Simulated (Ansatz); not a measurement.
# C₃H₅NO: basis-set convergence

An exercise on one series of results from a longer session: the logs are not shown, and one member is left open.

Program: Ansatz 0.2.0, Gaussian basis. Level of theory: one geometry, several basis sets. These are calculated values, not measurements.

The runs, in order: PBE0-D4/def2-SVP; ωB97M-V/def2-SVP; PBE0-D4/def2-QZVPP; ωB97M-V/def2-QZVPP; the functionals' def2-TZVPP values are taken from earlier runs.

### The relaxed structure

All runs share one geometry, relaxed beforehand with PBE0-D4 in a triple-zeta def2 set.

SMILES `C=C(O)C=N`, 10 atoms, charge 0, spin multiplicity 1.

Atoms are counted from 1 here; the program's logs count them from 0.

Bond lengths: C1–C2 1.335 Å, C1–H6 1.081 Å, C1–H7 1.082 Å, C2–O3 1.339 Å, C2–C4 1.465 Å, O3–H8 0.976 Å, C4–N5 1.268 Å, C4–H9 1.093 Å, N5–H10 1.016 Å. Angles: C2–C1–H6 119.4°, C2–C1–H7 121.7°, H6–C1–H7 118.9°, C1–C2–O3 123.8°, C1–C2–C4 121.6°, O3–C2–C4 114.6°, C2–O3–H8 105.3°, C2–C4–N5 117.7°, C2–C4–H9 117.1°, N5–C4–H9 125.2°, C4–N5–H10 113.1°.

Set-up of the first run:

File in.yaml:

```yaml
crystal:
  periodic: [false, false, false]
  atoms:
    - {symbol: C, position_ang: [-1.596375, 0.059363, 0.507106]}
    - {symbol: C, position_ang: [-0.365366, -0.358469, 0.203511]}
    - {symbol: O, position_ang: [0.053490, -1.621168, 0.359734]}
    - {symbol: C, position_ang: [0.643486, 0.556441, -0.336368]}
    - {symbol: N, position_ang: [1.789483, 0.080824, -0.598560]}
    - {symbol: H, position_ang: [-1.858315, 1.096762, 0.352007]}
    - {symbol: H, position_ang: [-2.343322, -0.613520, 0.905948]}
    - {symbol: H, position_ang: [0.981483, -1.623060, 0.058583]}
    - {symbol: H, position_ang: [0.345044, 1.597999, -0.480631]}
    - {symbol: H, position_ang: [2.433492, 0.773626, -0.968330]}
basis:
  gaussian: {orbitals: def2-SVP}
hamiltonian: {xc: pbe0, dispersion: d4}
output: {orbitals: {seedname: orbitals}}
```

Launch:

```console
$ ansatz run in.yaml --threads 2 --pin off --events-out ev --progress --plain --max-ram 4352MiB
```

Among the steps run: PBE0-D4 in def2-SVP; ωB97M-V in def2-SVP; PBE0-D4 in def2-QZVPP; ωB97M-V in def2-QZVPP.

One table of the session follows, with a row left open; its other results are not shown here.

It belongs to the step «Functionals by basis». 

| functional | basis | HOMO (eV) |
| --- | --- | --- |
| PBE0-D4 | def2-SVP | -6.71 |
| PBE0-D4 | def2-TZVPP | ? |
| PBE0-D4 | def2-QZVPP | -6.96 |
| ωB97M-V | def2-SVP | -8.84 |
| ωB97M-V | def2-TZVPP | -9.07 |
| ωB97M-V | def2-QZVPP | -9.11 |

**Question.** Estimate the row for PBE0-D4, def2-TZVPP.

**Answer.** HOMO (eV): -6.92. In the column «HOMO (eV)» it lies between PBE0-D4, def2-QZVPP (-6.96) and PBE0-D4, def2-SVP (-6.71).
